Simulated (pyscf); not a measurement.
`[NH2][Ge]([Cl])([Cl])[Cl]` + `[H]` [doublet] -> `[Cl][Ge]([Cl])[Cl]` [doublet] + `[NH3]`, a substitution at N (doublet surface; Ge–N broken, H–N formed). Structures and frequencies: ωB97X-D3(BJ)/def2-SVP in PySCF. Energies in kJ/mol from the separated reactants.

Small-basis levels: PySCF, no dispersion term, spherical d functions. AM1 to PM7: differences of heats of formation from MOPAC. GFN2-xTB: tblite. Open shells are spin-unrestricted. 

```csv
level,barrier,reaction energy
HF/STO-3G,136.2,-65.9
HF/3-21G,110.4,-5.5
HF/6-31G*+LANL2DZ,109.2,-78.2
MP2/6-31G*+LANL2DZ,81.1,-51.1
SVWN5/6-31G*+LANL2DZ,-39.7,-100.0
BP86/6-31G*+LANL2DZ,-19.5,-125.4
B3LYP/3-21G,-3.3,-44.2
M06-2X/6-31G*+LANL2DZ,42.5,-69.0
B3LYP/def2-SVP,12.4,-119.4
GFN2-xTB,69.1,-112.8
AM1,-49.7,-161.0
PM3,-60.9,-116.0
ωB97M-D3(BJ)/def2-TZVP,42.1,-107.3
```

Against the last row the barrier runs from -103.0 (PM3) to +94.1 kJ/mol (HF/STO-3G). At SVWN5/6-31G*+LANL2DZ, BP86/6-31G*+LANL2DZ, B3LYP/3-21G, AM1, PM3 this geometry lies under one side, so the entry may be no barrier of that level: it is a single point on another level's saddle. ωB97M-D3(BJ)/def2-TZVP has limits of its own. On the product side the descent ends in a bound adduct, 54.0 kJ/mol under the separated species and 196.7 kJ/mol under the saddle at ωB97X-D3(BJ)/def2-TZVP. At ωB97X-D3(BJ) the barrier from the zero used here is 52.0 kJ/mol. Abstraction by the radical was not located in this set and often lies lower. This is the saddle that the search found; another between the same sides may lie lower. The angle at the attacked N is 140°. In the def2 sets elements up to Kr have no core potential.
